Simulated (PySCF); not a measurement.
Shieldings and the share of exact exchange

Molecule: `C1=CC=CC1C`, C₆H₈.

Mapped SMILES: `[CH3:1][CH:2]1[CH:3]=[CH:4][CH:5]=[CH:6]1` (H(Xn): hydrogen on atom n).

GIAO shieldings (ppm, equivalent atoms averaged) in PySCF 2.14.0 with density-fitted response routines on the PBE0-D3(BJ)/def2-SVP geometry, basis pcSseg-1, gas phase, non-relativistic:

| functional | exact exchange (%) | σ(C2) |
| --- | --- | --- |
| BLYP | 0 | 120.7 |
| BP86 | 0 | 125.8 |
| PBE | 0 | 126.1 |
| B3LYP | 20 | 126.6 |
| PBE0 | 25 | 133.0 |
| mPW1PW91 | 25 | 132.3 |
| HF | 100 | 147.6 |

(1) Fit each shielding as a line in the percentage of exact exchange.

(2) What does the line predict for BHandHLYP (50 %), and what does the run give?

Answers

(1) σ(C2) = 124.6 + 0.24 x (rms 2.3 ppm). The functionals also differ in their semilocal parts, which the line can't hold; Hartree–Fock has no correlation at all.

(2) σ(C2): 136.6 predicted, 134.6 computed ppm.
